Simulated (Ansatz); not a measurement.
**GaSi, quartet along the distance Si1-Ga2**

Starting geometry (PBE0/def2-TZVP stationary point for this spin):

```yaml
atoms:
  - { symbol: Si, position_ang: [0.0000, 0.0000, 0.0000] }
  - { symbol: Ga, position_ang: [0.0000, 0.0000, 2.4181] }
```

From there Ga2 moves along the line of the two atoms named below, all else staying in place; atoms are numbered as listed. Energies are in eV, counted from the starting geometry at the same level. Kohn–Sham curves are unrestricted where that lies lower.

Basis cc-pVDZ; Ansatz 0.2.0. Correlated methods freeze the noble-gas cores and the filled d shells of p-block atoms. R marks a restricted (for open shells ROHF) determinant, U an unrestricted one. No spin–orbit coupling is included, and no scalar relativity.

A value is left out where its run failed or describes another state than the reference as far as symmetry and spin tell, or, spin-broken singlets apart, can't be checked.

Full CI is exact within this basis and frozen core; it isn't the basis-set limit. The frozen core follows each run's orbitals, which can shift R against U totals by a few meV for light atoms and by up to 0.1 eV past Ca.

| distance Si1-Ga2 (Å) | full CI | curve A | curve B | curve C | curve D |
| --- | --- | --- | --- | --- | --- |
| 1.932 | 2.049 | 1.961 | 1.977 | 1.848 | 1.784 |
| 2.192 | 0.373 | 0.388 | 0.336 | 0.309 | 0.295 |
| 2.418 | 0.000 | 0.000 | 0.000 | 0.000 | 0.000 |
| 2.700 | 0.111 | 0.057 | 0.149 | 0.144 | 0.140 |
| 2.987 | 0.458 | 0.354 | 0.541 | 0.503 | 0.477 |
| 3.385 | 0.987 | 0.818 | 1.139 | 1.060 | 0.982 |
| 3.944 | 1.560 | 1.246 | 1.701 | 1.657 | 1.564 |
| 4.540 | 1.896 | 1.450 | 1.967 | 1.963 | 1.988 |
| 5.430 | 2.073 | 1.555 | 2.099 | 2.145 | 2.342 |
| 6.616 | 2.123 | 1.587 | 2.137 | 2.201 | 2.487 |
| 8.146 | 2.134 | 1.596 | 2.147 | 2.211 | – |

**Question.** The curves come from B2PLYP, PBE, RHF, UMP2. Compare each with full CI and say which is which.

**Answer.** A: RHF, B: UMP2, C: B2PLYP, D: PBE. Spread of the error against full CI, over the points where both stand: A 0.553, B 0.223, C 0.298, D 0.630 eV. 

In so small a basis the reference is far from its limit while semilocal and hybrid functionals are nearer theirs (RPA and double hybrids share much of the reference's basis error), so the functionals' errors here hold much of the reference's basis and frozen-core error, which can add to them or hide them.
